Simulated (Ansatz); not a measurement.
Results of HSE06 in Ansatz (plane waves, PAW) for chalcopyrite ZnGeP₂.

Numerical settings: plane-wave cutoff 460 eV, 6×6×6 k mesh, Fermi–Dirac smearing 0.01 eV, scalar-relativistic PAW data made under PBE.

Cell (relaxed at this level):

```
CELL_PARAMETERS angstrom
     -2.73673     2.73673     5.37088
      2.73673    -2.73673     5.37088
      2.73673     2.73673    -5.37088
ATOMIC_POSITIONS crystal
  Zn 0.00000 0.00000 0.00000
  Zn 0.75000 0.25000 0.50000
  Ge 0.50000 0.50000 0.00000
  Ge 0.25000 0.75000 0.50000
  P  0.87500 0.86749 0.49249
  P  0.13251 0.62500 0.00751
  P  0.37500 0.38251 0.50751
  P  0.61749 0.12500 0.99249
```

Predict the band gap and smallest direct gap on the k points sampled.


- band gap = 1.93 eV (indirect)
- smallest direct gap on the k points sampled = 2.07 eV

Measured, for comparison: band gap 2.05 eV (temperature not stated, not corrected to a static lattice, pseudodirect, our sources range from 1.80 to 2.20; as tabulated in Rashkeev et al. (1999), arXiv:cond-mat/9809378).

Spin–orbit coupling is not included.

Static lattice: no zero-point or thermal effects.

Ansatz is a quantum-chemistry and plane-wave program.
